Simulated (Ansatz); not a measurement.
in.yaml

```yaml
crystal:
  periodic: [false, false, false]
  atoms:
    - {symbol: Si, position_ang: [0.000000, 0.000000, 0.650177]}
    - {symbol: C, position_ang: [0.000000, 0.000000, -1.214577]}
    - {symbol: H, position_ang: [0.000000, -0.906814, -1.821841]}
    - {symbol: H, position_ang: [0.000000, 0.906814, -1.821841]}
basis:
  gaussian: {orbitals: 6-31G}
magnetization: {spin_polarized: false, initial_magnetization: 4}
correlation: {method: ccsdtq, electrons: outside_noble_gas}
```

```sh
$ ansatz run in.yaml --threads 2 --pin off --events-out ev --progress --plain --max-ram 24576MiB --backend cuda --devices 0, --max-vram 18GiB
```

The program prints:

```
566 factors; integrals over basis functions are off by at most 2.4e-7 eV
mean field evaluation 1: about -8917.1928 eV, gradient 1.0e1 eV
mean field evaluation 2: about -8917.1937 eV, gradient 1.0e1 eV
mean field evaluation 4: about -8918.2749 eV, gradient 1.3e0 eV
mean field evaluation 8: about -8918.3297 eV, gradient 5.1e-4 eV
mean field evaluation 16: about -8918.3243 eV, gradient 1.1e-1 eV
mean field -8918.32968148 eV, -327.7425707333 hartree, gradient 2.4e-6 eV, S^2 6.000000; 0 other end points of the search recorded, 0 dependent functions left out
6 core orbitals not correlated: weight in the atoms' cores, before any rotation towards them, 1.000 or more for the frozen orbitals, at most 0.000 for the correlated occupied ones
reference -8918.32968148 eV, -327.7425707333 hartree; 7, 3 occupied and 13, 17 virtual orbitals, 566 factors
second order -2.34136865 eV of doubles, -0.04773413 eV of singles
cycle   1  -2.76998894 eV  change   -3.8e-1 eV  update   5.4e-2
cycle   2  -3.01836600 eV  change   -2.5e-1 eV  update   2.6e-2
cycle   3  -3.03456497 eV  change   -1.6e-2 eV  update   9.8e-3
cycle   4  -3.04091004 eV  change   -6.3e-3 eV  update   4.7e-3
cycle   5  -3.04281839 eV  change   -1.9e-3 eV  update   1.5e-3
cycle   6  -3.04243955 eV  change    3.8e-4 eV  update   6.1e-4
cycle   7  -3.04243515 eV  change    4.4e-6 eV  update   2.4e-4
cycle   8  -3.04253997 eV  change   -1.0e-4 eV  update   1.1e-4
cycle   9  -3.04256454 eV  change   -2.5e-5 eV  update   4.7e-5
cycle  10  -3.04255798 eV  change    6.6e-6 eV  update   1.9e-5
cycle  11  -3.04256111 eV  change   -3.1e-6 eV  update   7.9e-6
cycle  12  -3.04256093 eV  change    1.7e-7 eV  update   3.0e-6
cycle  13  -3.04256290 eV  change   -2.0e-6 eV  update   1.2e-6
cycle  14  -3.04256340 eV  change   -5.0e-7 eV  update   5.7e-7
Total energy: -8921.37224487 eV, -327.8543828758 hartree
```

For the same geometry and basis full CI lies 0.1 meV lower.

Ran on 2 threads of AMD EPYC 7R13 with a shared H100 80 GB, shared host: 20 s wall, 0.84 GiB peak host memory.
